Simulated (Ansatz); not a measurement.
## Two structures, one formula

Two relaxed structures of CH5Al2 (charge -1), closed shell (PBE0-D4/def2-TZVPD; forces vanish, vibrations not checked).

A:

| atom | x (Å) | y (Å) | z (Å) |
| --- | --- | --- | --- |
| C1 | -1.0416 | 1.1274 | -0.9612 |
| Al2 | -0.2126 | 0.5535 | 0.7850 |
| Al3 | 0.7411 | -1.8114 | 1.2846 |
| H4 | -0.9037 | 2.2073 | -1.1054 |
| H5 | -0.6222 | 0.6170 | -1.8340 |
| H6 | -0.9910 | 1.4373 | 1.9417 |
| H7 | -2.1248 | 0.9480 | -0.9565 |
| H8 | 2.3928 | -1.6951 | 1.3779 |

B:

```xyz
8
angstrom
C -0.1616 0.3576 0.5241
Al -0.8401 0.9835 -1.0880
Al 0.8938 -1.1675 0.6297
H -1.7694 2.3105 -1.2622
H -0.5751 0.2642 -2.5128
H -0.3901 0.9065 1.4420
H 1.3034 -2.0658 -0.6521
H 1.5255 -1.7774 2.0022
```

Program: Ansatz 0.2.0. Basis: def2-TZVPPD. Cores are frozen in the correlated methods. B3LYP uses VWN-RPA correlation.

Task: Which structure is lower at CCSD(T), and by how much? (To be estimated.)

Result: Computed: B, by 10.01 kcal/mol (electronic energy, against the other). By their contacts, A is CH₅Al₂ ([CH3][AlH][AlH]), total charge -1 and B is CH₅Al₂ ([AlH2][CH][AlH2]), total charge -1.

All methods give the same order:

```
   method  E(B) − E(A) (kcal/mol)
   PBE-D4                   -5.90
r2SCAN-D4                  -11.18
  PBE0-D4                   -6.51
 B3LYP-D4                  -10.97
  wB97M-V                  -13.53
       HF                  -11.05
      MP2                  -16.37
     CCSD                   -9.50
  CCSD(T)                  -10.01
```

The T1 diagnostic stays at or below 0.022. The restricted Hartree–Fock reference is unstable towards an unrestricted one at one or more of these structures.

Labels in which every atom is bracketed show which atoms are joined, not bond orders.

For scale, one of the runs: CCSD(T)/def2-TZVPPD, 218 basis functions, launched by `ansatz run in.yaml --threads 2 --pin off --events-out ev --progress --plain --max-ram 4352MiB`. Time: 46 s of wall clock on 2 CPU threads of an Intel Xeon Platinum 8223CL; the host was shared. Peak host memory: 3 GiB.
